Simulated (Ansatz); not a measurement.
Ansatz (an electronic-structure program) input (PBE/6-31G*):

Ansatz 0.2 input:
```yaml
crystal:
  periodic: [false, false, false]
  atoms:
    - {symbol: C, position_ang: [0.00728032, 0.00031015, 0.17491065]}
    - {symbol: H, position_ang: [-0.01040746, 0.86106198, -0.52673636]}
    - {symbol: H, position_ang: [-0.03327446, -0.86292291, -0.52272756]}
basis:
  gaussian:
    orbitals: 6-31G*
hamiltonian:
  xc: {name: PBE}
relax: {f_tol: 0.003, max_steps: 120}
```

From the last part of the output:

```
reference -1062.80804882 eV, -39.0574753969 hartree; 4, 4 occupied and 15, 15 virtual orbitals, 227 factors
relax step   2: F+E_penalty+E_count = -1062.80803417 eV  Δ(F+E_penalty+E_count) = -1.372e-2 eV  max|allowed force component| = 3.413e-1 eV/Å  Δτ_max = 0.0160 Å  (20 SCF iters, accepted)
these checks for a lower state are left out or cut short: starts, cluster_reference, orbital_swaps, neighbouring_geometries, increment
integrals: 0.00 GiB planned
227 factors; integrals over basis functions are off by at most 5.0e-4 eV
mean field: 0.04 GiB planned
mean field -1062.81034237 eV, -39.0575596834 hartree, gradient 5.5e-5 eV, S^2 0.000000; 0 other end points of the search recorded, 0 dependent functions left out
the calculation of the forces begins
reference -1062.81035711 eV, -39.0575602252 hartree; 4, 4 occupied and 15, 15 virtual orbitals, 227 factors
relax step   3: F+E_penalty+E_count = -1062.81034237 eV  Δ(F+E_penalty+E_count) = -2.308e-3 eV  max|allowed force component| = 1.390e-2 eV/Å  Δτ_max = 0.0067 Å  (20 SCF iters, accepted)
these checks for a lower state are left out or cut short: starts, cluster_reference, orbital_swaps, neighbouring_geometries, increment
integrals: 0.00 GiB planned
227 factors; integrals over basis functions are off by at most 5.0e-4 eV
mean field: 0.04 GiB planned
mean field evaluation 32: about -1062.8104 eV, gradient 1.3e-5 eV
mean field -1062.81035918 eV, -39.0575603010 hartree, gradient 1.3e-5 eV, S^2 0.000000; 0 other end points of the search recorded, 0 dependent functions left out
the calculation of the forces begins
reference -1062.81037392 eV, -39.0575608429 hartree; 4, 4 occupied and 15, 15 virtual orbitals, 227 factors
relax step   4: F+E_penalty+E_count = -1062.81035918 eV  Δ(F+E_penalty+E_count) = -1.681e-5 eV  max|allowed force component| = 1.463e-3 eV/Å  Δτ_max = 0.0012 Å  (15 SCF iters, accepted)
integrals: 0.00 GiB planned
227 factors; integrals over basis functions are off by at most 5.0e-4 eV
mean field: 0.04 GiB planned
mean field -1062.81035918 eV, -39.0575603010 hartree, gradient 1.3e-5 eV, S^2 0.000000; 1 other end points of the search recorded, 0 dependent functions left out
the calculation of the forces begins
reference -1062.81037392 eV, -39.0575608429 hartree; 4, 4 occupied and 15, 15 virtual orbitals, 227 factors
Total energy: -1062.81037392 eV, -39.0575608429 hartree
Atom 0 at     0.008256     0.000352     0.198360 Å, force    -0.000061    -0.000003    -0.001463 eV/Å
Atom 1 at    -0.010899     0.860811    -0.538461 Å, force     0.000036     0.000391     0.000731 eV/Å
Atom 2 at    -0.033759    -0.862714    -0.534453 Å, force     0.000025    -0.000388     0.000733 eV/Å
Dipole moment:    -0.015856    -0.000675    -0.380933 e Å
```
